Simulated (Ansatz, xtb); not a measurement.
Dissociation curve of H2, singlet.

- RCCSD(T) = Ansatz (a quantum-chemistry and plane-wave program) with CCSD(T) on RHF/def2-TZVP, frozen core
- RMP2 = MP2 on RHF/def2-TZVP, frozen core run with Ansatz
- GFN1-xTB (xtb)

Total energies in hartree (comparable only within one method and basis):

| R / Å | RCCSD(T) | RMP2 | GFN1-xTB |
|---|---|---|---|
| 0.60 | -1.14931 | -1.14209 | -1.00236 |
| 0.64 | -1.15937 | -1.15199 | -1.01891 |
| 0.68 | -1.16525 | -1.15766 | -1.02919 |
| 0.69 | -1.16619 | -1.15854 | -1.03097 |
| 0.73 | -1.16815 | -1.16026 | -1.03554 |
| 0.75 | -1.16823 | -1.16019 | -1.03649 |
| 0.77 | -1.16779 | -1.15961 | -1.03669 |
| 0.80 | -1.16631 | -1.15788 | -1.03577 |
| 0.83 | -1.16401 | -1.15531 | -1.03367 |
| 0.85 | -1.16209 | -1.15320 | -1.03178 |
| 0.93 | -1.15212 | -1.14234 | -1.02211 |
| 1.01 | -1.13982 | -1.12893 | -1.01089 |
| 1.13 | -1.11959 | -1.10658 | -0.99273 |
| 1.24 | -1.10100 | -1.08550 | -0.97556 |
| 1.34 | -1.08502 | -1.06677 | -0.96009 |
| 1.49 | -1.06366 | -1.04041 | -0.93780 |
| 1.66 | -1.04399 | -1.01383 | -0.91455 |
| 1.85 | -1.02773 | -0.98875 | -0.89163 |
| 1.99 | -1.01918 | -0.97335 | -0.87693 |
| 2.21 | -1.01030 | -0.95408 | -0.85750 |
| 2.63 | -1.00272 | -0.93182 | -0.83147 |
| 2.97 | -1.00071 | -0.92527 | -0.81882 |

With two correlated electrons CCSD is exact in the basis where it finds the lowest root (RCCSD(T)). The restricted form behind RMP2 keeps the bonding electrons paired and can't separate into open-shell fragments. The T1 diagnostic of CCSD on the restricted reference of RMP2 exceeds 0.045 at 1.85 to 2.97 Å.
